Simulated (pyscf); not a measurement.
Thermochemistry of product channels of Cl–Si•(Cl)–Cl (SMILES Cl[Si](Cl)Cl) + NH₃ (SMILES N) on the doublet surface, in kcal/mol, from ωB97M-D3(BJ)/def2-TZVP energies (ideal gas, 1 atm, RRHO with modes under 100 cm⁻¹ raised to 100, one conformer, R ln 2 for chiral ones without a mode under 150 cm⁻¹). Structures and frequencies: ωB97X-D3(BJ)/def2-SVP in PySCF.

| products | ΔE | ΔH(298 K) | ΔG(298 K) | ΔG(600 K) |
|---|---|---|---|---|
| HCl (SMILES Cl) + H₂N–Si•(Cl)–Cl (SMILES N[Si](Cl)Cl) | +7.3 | +5.2 | +4.5 | +3.4 |
| •HN–Si(Cl)(Cl)–Cl (SMILES [NH][Si](Cl)(Cl)Cl) + H₂ (SMILES [H][H]) | +11.3 | +5.0 | +6.4 | +7.1 |
| H₂N–Si(Cl)(Cl)–Cl (SMILES N[Si](Cl)(Cl)Cl) + H• (SMILES [H]) | -0.3 | -4.9 | -2.3 | -0.3 |
| Cl–SiH(Cl)–Cl (SMILES Cl[SiH](Cl)Cl) + NH₂• (SMILES [NH2]) | +17.5 | +13.7 | +14.0 | +14.1 |
| Cl• (SMILES [Cl]) + H₂N–SiH(Cl)–Cl (SMILES N[SiH](Cl)Cl) | +16.0 | +15.0 | +16.7 | +18.2 |

These are energies of the channels, which say nothing of barriers. Left out: orbital degeneracy and the spin-orbit lowering of Cl.
